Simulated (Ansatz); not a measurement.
**A basis-limit estimate, worked out**

An elementary step of SiNH6Cl, singlet (SiH₃Cl ([SiH3][Cl]) + NH₃ → SiNH₅ ([NH2][SiH3]) + HCl; bonds formed: Si1–N7, Cl2–H6; bonds broken: Si1–Cl2, H6–N7). “Start” is the structure reached by relaxing down from the saddle towards the reactants; PBE0-D4/def2-TZVP structures. The saddle:

```
9
angstrom
Si -0.8980 0.1045 -0.2454
Cl 1.0633 -1.2285 -1.7176
H -0.8593 0.9344 -1.4571
H -1.7029 0.8731 0.7613
H -1.4444 -1.2593 -0.2501
H 1.3043 -0.3921 -0.0806
N 0.7321 0.1645 0.6538
H 1.0903 1.1067 0.7801
H 0.7146 -0.3032 1.5554
```

Computed with Ansatz 0.2.0 (basis: def2-TZVPP and def2-QZVPP); correlated methods freeze the cores.

Energies in eV:

| quantity | saddle | start |
| --- | --- | --- |
| Hartree–Fock, triple zeta (X = 3) | -21944.19545 | -21945.15448 |
| Hartree–Fock, quadruple zeta (X = 4) | -21944.89049 | -21945.83366 |
| MP2 correlation, X = 3 | -15.46769 | -15.25006 |
| MP2 correlation, X = 4 | -16.76052 | -16.51601 |
| CCSD(T) correlation, X = 3 | -17.35061 | -17.16869 |

Problem. Work out the barrier at the basis limit: extrapolate Hartree–Fock as E(X) = E∞ + A exp(−7.88 √X) and the MP2 correlation as E(X) = E∞ + B X^−2.97 (the exponents that Neese and Valeev fitted for def2-TZVPP and QZVPP), then add CCSD(T) − MP2 in triple zeta.

Solution. Each step is linear, so take the differences first (saddle − start): Hartree–Fock 0.95903 (X = 3) and 0.94317 (X = 4); MP2 correlation -0.21763 and -0.24451; CCSD(T) correlation -0.18192.
Two points give E∞ = E(4) + w [E(4) − E(3)], with w = 1/(exp(7.88 (2 − √3)) − 1) = 0.1377 for Hartree–Fock and w = 1/((4/3)^2.97 − 1) = 0.7407 for the correlation.
Hartree–Fock: 0.94317 + 0.1377 × (-0.01586) = 0.9410 eV.
MP2 correlation: -0.24451 + 0.7407 × (-0.02688) = -0.2644 eV.
CCSD(T) − MP2: -0.18192 − (-0.21763) = 0.0357 eV.
Sum: 0.9410 + (-0.2644) + 0.0357 = 0.7123 eV, or 16.43 kcal/mol. Plain CCSD(T) in triple zeta gives 0.7771 eV, so the larger basis shifts the result by -0.0648 eV.

The T1 diagnostic stays at or below 0.010.

The step is the kind of exchange with an N–H group that builds nitride films in atomic layer and chemical vapour deposition.

Labels in which every atom is bracketed show which atoms are joined, not bond orders.

For scale, one of the runs: CCSD(T)/def2-TZVPP, 199 basis functions, launched by `ansatz run in.yaml --threads 2 --pin off --events-out ev --progress --plain --max-ram 4352MiB`. Time: 36 s of wall clock on 2 CPU threads of an Intel Xeon Platinum 8488C; the host was shared. Peak host memory: 2.3 GiB.
